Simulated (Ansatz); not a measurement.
# BS+ (triplet): PBE, r2SCAN over a scan of the distance B1–S2, 6-31G

How well do these functionals follow the top wave-function level for BS+ (triplet) over a scan of the distance B1–S2?

Computed with Ansatz 0.2.0, Gaussian basis. Level: 6-31G, all electrons in the functionals.

The runs, in order: PBE, r2SCAN, at 1.385 Å; 1.509 Å; 1.703 Å; 1.873 Å; 2.030 Å; 2.338 Å; 2.775 Å; 3.154 Å; 3.723 Å; 4.616 Å; 5.766 Å.

16 further runs of the same task are left out: 13 that didn't finish, 3 set aside as unsound or not needed.

## 1. What is computed

The geometry derives from a PBE0/def2-TZVP stationary point (not a proven minimum). One bond is set to the value named and the two fragments are kept rigid.

2 atoms, charge 1, spin multiplicity 3.

Atoms are counted from 1 here; the program's logs count them from 0.

Bond lengths: B1–S2 1.703 Å.

No dispersion term is added.

The geometry shown and the zero of energy belong to the point 1.703 Å. The yardstick, FCI, and other wave-function levels (R restricted, U unrestricted, valence and pair active spaces) come from earlier runs.

## 2. PBE, 1.385 Å

Input file in.yaml:

```yaml
crystal:
  periodic: [false, false, false]
  atoms:
    - {symbol: B, position_ang: [0.000000, 0.000000, 0.000000]}
    - {symbol: S, position_ang: [0.000000, 0.000000, 1.385000]}
basis:
  gaussian: {orbitals: 6-31G}
total_charge: 1
magnetization: {spin_polarized: true, initial_magnetization: 2}
hamiltonian: {xc: {name: PBE}}
output: {orbitals: {seedname: orbitals}}
```

The run is started by

```console
$ ansatz run in.yaml --threads 1 --pin off --events-out ev --progress --plain --max-ram 2393MiB
```

After this run come: PBE, 1.509 Å; PBE, 1.703 Å; PBE, 1.873 Å; PBE, 2.030 Å; PBE, 2.338 Å; PBE, 2.775 Å; PBE, 3.154 Å; PBE, 3.723 Å; PBE, 4.616 Å; PBE, 5.766 Å; r2SCAN, 1.385 Å; r2SCAN, 1.509 Å; r2SCAN, 1.703 Å; r2SCAN, 1.873 Å; r2SCAN, 2.030 Å; r2SCAN, 2.338 Å; r2SCAN, 2.775 Å; r2SCAN, 3.154 Å; r2SCAN, 3.723 Å; r2SCAN, 4.616 Å; r2SCAN, 5.766 Å.

**Question.** What will the summary of the whole plan be? Wanted: span of the FCI curve; largest miss, PBE; largest miss, r2SCAN; largest miss, RCCSD(T); largest miss, UCCSD(T).

The runs gave:

| quantity | value |
| --- | --- |
| span of the FCI curve | 3.875 eV |
| largest miss, PBE | +0.942 eV (3.154 Å) |
| largest miss, r2SCAN | +1.027 eV (3.154 Å) |
| largest miss, RCCSD(T) | -0.028 eV (5.766 Å) |
| largest miss, UCCSD(T) | -0.028 eV (5.766 Å) |

In words: Of the functionals, PBE keep the smallest largest miss at the points compared (at most 0.942 eV) and r2SCAN strays most (1.027 eV, at 3.154 Å). PBE, r2SCAN clearly break the spin symmetry at some points (⟨S²⟩ up to 0.36 above the pure value), so energy there is bought with a mixed spin. Functionals and the yardstick converge differently with the basis, so part of each miss in 6-31G is the basis.
